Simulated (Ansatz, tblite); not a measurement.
# CdH2: a ladder of methods and basis sets

One table from this session's results is given with a row withheld; the runs are named, their logs left out.

Method: as each input shows; program: Ansatz 0.2.0, Gaussian basis.

Levels to be run: GFN1-xTB, GFN2-xTB, PBE-D4/def2-TZVP, r2SCAN-D4/def2-TZVP, ωB97X-V/def2-TZVP, revPBE-D4/def2-TZVP, ωB97M-V/def2-TZVP, B2PLYP/def2-TZVP, r2SCANh-D4/def2-TZVP, HF/def2-TZVP, HSE06-D4/def2-TZVP, PBE-D4/def2-SVP, PBE0-D4/def2-SVP, PBE0-D4/def2-TZVPD, PBE-D4/def2-TZVPD, r2SCAN-D4/def2-TZVPD, CCSD(T)/def2-TZVPP, MP2/def2-TZVP, RPA/def2-TZVP, CCSD(T)/def2-TZVPD.

2 further runs of the same task are left out: 1 that didn't finish, 1 set aside as unsound or not needed.

## The structure

The geometry is that of the singlet, from an earlier relaxation (PBE-D4/def2-TZVP).

3 atoms, charge 0, spin multiplicity 1.

Bond lengths: Cd1–H2 1.682 Å, Cd1–H3 1.682 Å. Angles: H2–Cd1–H3 180.0°.

Cd takes a core potential in the def2 sets. No spin-orbit coupling is included.

PBE0-D4/def2-TZVP was run before; its log isn't repeated, and its numbers join the tables.

The first run:

Tight binding, by tblite at 300 K electronic temperature and without a spin-polarisation term:

```python
tblite.interface.Calculator('GFN1-xTB', numbers, positions, charge=0, uhf=0).singlepoint()
```

Tight binding, by tblite at 300 K electronic temperature and without a spin-polarisation term:

```python
tblite.interface.Calculator('GFN2-xTB', numbers, positions, charge=0, uhf=0).singlepoint()
```

start.molden holds the orbitals of an earlier run on this state, given as this run's starting guess.

Contents of in.yaml:

```yaml
crystal:
  periodic: [false, false, false]
  atoms:
    - {symbol: Cd, position_ang: [0.000053, 0.000031, 0.000003]}
    - {symbol: H, position_ang: [-0.017602, -0.021787, 1.681871]}
    - {symbol: H, position_ang: [0.017549, 0.021756, -1.681874]}
basis:
  gaussian: {orbitals: def2-TZVP, initial_orbitals: start.molden}
hamiltonian: {xc: pbe, dispersion: d4}
scf: {omitted_lower_state_checks: [starts]}
output: {orbitals: {seedname: orbitals}}
```

Run with:

```sh
$ ansatz run in.yaml --threads 4 --pin off --events-out ev --progress --plain --max-ram 3916MiB
```

Among the steps run: PBE-D4/def2-TZVP; r2SCAN-D4/def2-TZVP; ωB97X-V/def2-TZVP; revPBE-D4/def2-TZVP; ωB97M-V/def2-TZVP; B2PLYP/def2-TZVP; r2SCANh-D4/def2-TZVP; HF/def2-TZVP; HSE06-D4/def2-TZVP; PBE-D4/def2-SVP; PBE0-D4/def2-SVP; PBE0-D4/def2-TZVPD; PBE-D4/def2-TZVPD; r2SCAN-D4/def2-TZVPD; CCSD(T)/def2-TZVPP; MP2/def2-TZVP; RPA/def2-TZVP; CCSD(T)/def2-TZVPD.

One of the session's tables, all rows but one given; the rest of the session is left out.

It belongs to the step «Levels side by side». 

```
               level  HOMO (eV)  gap (eV)
        HF/def2-TZVP     -10.51     11.99
     PBE-D4/def2-SVP      -6.65      5.27
    PBE-D4/def2-TZVP      -6.68      5.29
   PBE-D4/def2-TZVPD      -6.69      5.28
 revPBE-D4/def2-TZVP      -6.64      5.33
 r2SCAN-D4/def2-TZVP      -6.96      5.99
r2SCAN-D4/def2-TZVPD      -6.97      5.98
r2SCANh-D4/def2-TZVP      -7.36      6.61
    PBE0-D4/def2-SVP      -7.76      7.05
   PBE0-D4/def2-TZVP      -7.79      7.08
  PBE0-D4/def2-TZVPD          ?         ?
  HSE06-D4/def2-TZVP      -7.39      6.33
   ωB97X-V/def2-TZVP     -10.14     11.12
   ωB97M-V/def2-TZVP      -9.96     10.61
```

Estimate the missing values for PBE0-D4/def2-TZVPD.

As computed: HOMO (eV): -7.80; gap (eV): 7.08. In the column «HOMO (eV)» it lies between ωB97M-V/def2-TZVP (-9.96) and PBE0-D4/def2-TZVP (-7.79).
